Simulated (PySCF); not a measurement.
C3H7FO

The system: C3H7FO, a small molecule; neutral, singlet. The structure, one conformer, was relaxed in the gas phase by PBE0-D3(BJ)/def2-SVP. No frequency run checks that it is a minimum.

SMILES: CC(C)(O)F

Coordinates in Å:
```
C1     -0.077   -0.210    0.348
C2     -1.309    0.406   -0.271
C3      1.232    0.288   -0.237
O4     -0.200   -1.579    0.255
F5     -0.062    0.142    1.696
H6     -1.291    1.497   -0.151
H7     -2.197    0.003    0.234
H8     -1.365    0.157   -1.339
H9      1.319    1.378   -0.127
H10     2.076   -0.174    0.299
H11     1.299    0.027   -1.302
H12     0.604   -1.978    0.608
```

Shieldings: GIAO PBE0/pcSseg-2. Shifts are against computed references at the same level: C TMS (σ 184.1 ppm), H TMS (σ 31.24 ppm). Core levels by delta-SCF with SCAN, pcX-2 on the ionised atom and pcseg-1 elsewhere, spin-free X2C; from the vacuum level, for chosen atoms.

Problem. Give the shieldings and core levels atom by atom.

Solution. 
| atoms | bonded to | σ (ppm) | δ (ppm) | core level (eV) |
| --- | --- | --- | --- | --- |
| C1 | 2 C + 1 F + 1 O | 68.9 | 115.3 | 1s 294.50 |
| C2 | 1 C + 3 H | 157.2 | 26.9 | 1s 290.92 |
| C3 | 1 C + 3 H | 153.0 | 31.1 | 1s 291.10 |
| O4 | 1 C + 1 H | 207.7 | - | 1s 539.28 |
| F5 | 1 C | 275.7 | - | 1s 692.00 |
| H6 H7 H8 | 1 C | 29.87 | 1.38 | - |
| H9 H10 H11 | 1 C | 29.87 | 1.37 | - |
| H12 | 1 O | 29.49 | 1.75 | - |

Values are those of this one static structure, with the three H of a rotating XH3 group averaged; atoms that internal rotation interchanges would show their mean in an NMR spectrum.

Problem. Which of C1, C2, C3 holds its core electrons tightest, and by how much against the loosest?

Solution. C1 (bonded to 2 C + 1 F + 1 O), by 3.58 eV over C2 (bonded to 1 C + 3 H).

Problem. By CAM-B3LYP/def2-SVPD (TDDFT singlets, Tamm-Dancoff triplets, ionisation by delta-SCF), where does absorption start, and what does vertical ionisation take?

Solution. The lowest singlet lies at 8.01 eV (f 0.020), the strongest of the first 6 at 8.97 eV (f 0.037), the lowest triplet at 7.69 eV; vertical ionisation takes 11.45 eV.
